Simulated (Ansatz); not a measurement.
A made-up structure of AlSiH4O, doublet:

```xyz
7
angstrom
Al 1.4821 -0.0797 0.8281
O 0.0591 -0.0089 0.0437
Si -1.5390 -0.0944 -0.4884
H -1.8297 0.4444 -1.7697
H -2.4992 -0.6947 0.3683
H 2.0124 1.3273 1.0507
H 2.4800 -0.8764 0.0035
```

It is relaxed with PBE-D4/def2-SVP and then PBE0-D4/def2-TZVP (Ansatz 0.2.0). Atoms count as bonded within 1.22 times the sum of their covalent radii (H–H: 0.88 Å). The end point is not checked to be a true minimum.

(1) Does its bonding change? (A judgement: the text doesn't fix the answer.)

Results:

(1) Computed: No: no bond forms or breaks.

Where it ends: The first stage lowers the energy by 1.58 eV in 8 steps. It ends as AlSiH₄O ([AlH2][O][SiH2]):
```xyz
7
angstrom
Al 1.5635 0.1070 0.4899
O -0.0386 -0.0106 -0.0248
Si -1.4753 -0.4406 -0.6551
H -1.9167 0.5886 -1.6440
H -2.4879 -0.5529 0.4377
H 1.9734 1.4044 1.2888
H 2.5472 -1.0783 0.1438
```

Labels in which every atom is bracketed show which atoms are joined, not bond orders.

For scale, one of the runs: PBE0-D4/def2-TZVP relaxation, 129 basis functions, launched by `ansatz run in.yaml --threads 2 --pin off --events-out ev --progress --plain --max-ram 4352MiB`. Hardware: 2 CPU threads of an Arm Neoverse V2, shared host. Wall time about 18 s.
